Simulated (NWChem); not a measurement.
System: DMSO (C₂H₆OS); SMILES S(C)(C)=O

NWChem input:

```
start job
memory heap 200 mb stack 900 mb global 1100 mb
geometry units angstroms
  C      0.821751     1.355139     0.192035
  S     -0.208845     0.000494    -0.442998
  C      0.815102    -1.359108     0.192193
  O     -1.460187     0.003604     0.385430
  H      0.284641     2.283002    -0.046643
  H      1.809545     1.356207    -0.291297
  H      0.904558     1.247703     1.283356
  H      0.898395    -1.251962     1.283505
  H      0.273472    -2.284361    -0.046403
  H      1.802895    -1.365054    -0.291107
end
basis spherical
  * library 3-21g
end
dft
  xc hfexch
  iterations 150
end
driver
  maxiter 120
end
task dft optimize
task dft freq
```

Parts of the log:

```
             Northwest Computational Chemistry Package (NWChem) 7.3.0
             --------------------------------------------------------

 CS  symmetry detected

                             Geometry "geometry" -> ""
                             -------------------------

 Output coordinates in angstroms (scale by  1.889725989 to convert to a.u.)

  No.       Tag          Charge          X              Y              Z
 ---- ---------------- ---------- -------------- -------------- --------------
    1 C                    6.0000     0.79538773     0.20644598     1.35712757
    2 S                   16.0000    -0.21654548    -0.45283493     0.00000000
    3 C                    6.0000     0.79538773     0.20644598    -1.35712757
    4 O                    8.0000    -1.48717431     0.34570235     0.00000000
    5 H                    1.0000     0.26182357    -0.04490757     2.28368833
    6 H                    1.0000     1.79436178    -0.25332259     1.36063456
    7 H                    1.0000     0.85254933     1.29942429     1.24983630
    8 H                    1.0000     0.85254933     1.29942429    -1.24983630
    9 H                    1.0000     0.26182357    -0.04490757    -2.28368833
   10 H                    1.0000     1.79436178    -0.25332259    -1.36063456

 Effective nuclear repulsion energy (a.u.)     183.2216306204

      Symmetry information
      --------------------

 Group name             Cs
 Group number              2
 Group order               2
 No. of unique centers     6

                                Z-matrix (autoz)
                                --------

 Units are Angstrom for bonds and degrees for angles

[...]

      ----------------------
      Optimization converged
      ----------------------

  Step       Energy      Delta E   Gmax     Grms     Xrms     Xmax
  ---- ---------------- -------- -------- -------- -------- --------
@   12    -548.67914404 -1.4D-08  0.00001  0.00000  0.00028  0.00068
                                     ok       ok       ok       ok

                                Z-matrix (autoz)
                                --------

 Units are Angstrom for bonds and degrees for angles

[...]

 Rotational Constants
 --------------------
 A=   0.210664 cm-1  (  0.303092 K)
 B=   0.208428 cm-1  (  0.299874 K)
 C=   0.127697 cm-1  (  0.183723 K)

 Temperature                      =   298.15K
 frequency scaling parameter      =   1.0000

 Zero-Point correction to Energy  =   52.654 kcal/mol  (  0.083909 au)
 Thermal correction to Energy     =   56.426 kcal/mol  (  0.089920 au)
 Thermal correction to Enthalpy   =   57.018 kcal/mol  (  0.090864 au)

 Total Entropy                    =   75.631 cal/mol-K
   - Translational                =   38.960 cal/mol-K (mol. weight =  78.0139)
   - Rotational                   =   25.157 cal/mol-K (symmetry #  =        1)
   - Vibrational                  =   11.514 cal/mol-K

 Cv (constant volume heat capacity) =   19.100 cal/mol-K
   - Translational                  =    2.979 cal/mol-K
   - Rotational                     =    2.979 cal/mol-K
   - Vibrational                    =   13.141 cal/mol-K

[normal modes left out]

 ----------------------------------------------------------------------------
 Normal Eigenvalue ||           Projected Infra Red Intensities
  Mode   [cm**-1]  || [atomic units] [(debye/angs)**2] [(KM/mol)] [arbitrary]
 ------ ---------- || -------------- ----------------- ---------- -----------
    1       -0.000 ||    0.006174           0.142         6.019      10.838
    2       -0.000 ||    0.000815           0.019         0.795       1.431
    3       -0.000 ||    0.000881           0.020         0.859       1.547
    4        0.000 ||    0.006573           0.152         6.408      11.537
    5        0.000 ||    0.004781           0.110         4.661       8.393
    6        0.000 ||    0.001620           0.037         1.579       2.843
    7      148.355 ||    0.000035           0.001         0.034       0.061
    8      179.185 ||    0.001927           0.044         1.878       3.382
    9      219.585 ||    0.008851           0.204         8.629      15.537
   10      237.825 ||    0.004587           0.106         4.472       8.052
   11      304.209 ||    0.002651           0.061         2.585       4.654
   12      633.075 ||    0.004267           0.098         4.160       7.490
   13      699.841 ||    0.007589           0.175         7.398      13.321
   14      711.834 ||    0.000913           0.021         0.890       1.603
   15     1027.320 ||    0.000806           0.019         0.785       1.414
   16     1060.649 ||    0.000866           0.020         0.844       1.520
   17     1103.851 ||    0.008445           0.195         8.233      14.823
   18     1154.900 ||    0.021907           0.505        21.356      38.453
   19     1492.714 ||    0.000451           0.010         0.439       0.791
   20     1519.951 ||    0.002058           0.047         2.007       3.613
   21     1609.623 ||    0.014484           0.334        14.120      25.423
   22     1622.712 ||    0.006564           0.151         6.399      11.521
   23     1627.536 ||    0.003260           0.075         3.178       5.722
   24     1642.737 ||    0.037266           0.860        36.328      65.411
   25     3238.976 ||    0.008137           0.188         7.932      14.282
   26     3240.095 ||    0.010065           0.232         9.812      17.667
   27     3341.338 ||    0.000254           0.006         0.248       0.446
   28     3342.115 ||    0.001490           0.034         1.452       2.615
   29     3344.647 ||    0.000015           0.000         0.014       0.026
   30     3346.390 ||    0.003181           0.073         3.101       5.584
 ----------------------------------------------------------------------------
```

Level: Hartree-Fock/3-21G.
